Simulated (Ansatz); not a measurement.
We consider 1T (CdI2-type) HfS2, described by PBE-D3(BJ)+SOC (PAW; Ansatz, an electronic-structure program).

Settings: plane-wave cutoff 520 eV, 12×12×6 k mesh (along the axes of the cell as run), PAW data made under PBE.

Computed at the level's own relaxed cell.

```xyz
3
Lattice="3.6031 0.0000 0.0000 -1.8015 3.1204 0.0000 0.0000 0.0000 5.7668" Properties=species:S:1:pos:R:3 pbc="T T T"
Hf     0.0000     0.0000     0.0000
S      0.0000     2.0802     1.4564
S      1.8015     1.0401     4.3103
```

Question: Give the elastic tensor (Voigt notation, GPa, ions relaxed, in the Cartesian axes of the cell as printed).

Answer: 
```
  144.2    26.2     8.0    -3.5     0.0     0.0
   26.2   144.2     8.0     3.5     0.0     0.0
    8.0     8.0    43.2     0.0     0.0     0.0
   -3.5     3.5     0.0    12.2     0.0     0.0
    0.0     0.0     0.0     0.0    12.2    -3.5
    0.0     0.0     0.0     0.0    -3.5    59.0
```

Measured, for comparison: elastic constant C33 39.4 GPa (temperature not stated, no zero-point or thermal correction; as tabulated in Björkman et al. (2012), arXiv:1206.3542). Computed (rounded) less measured: elastic constant C33 +10 %. A static lattice is as a rule a little smaller and stiffer than an uncorrected measurement, which narrows the difference in the elastic constant C33 and would widen misses of the other sign.

The computed numbers hold no vibrational or temperature effects.
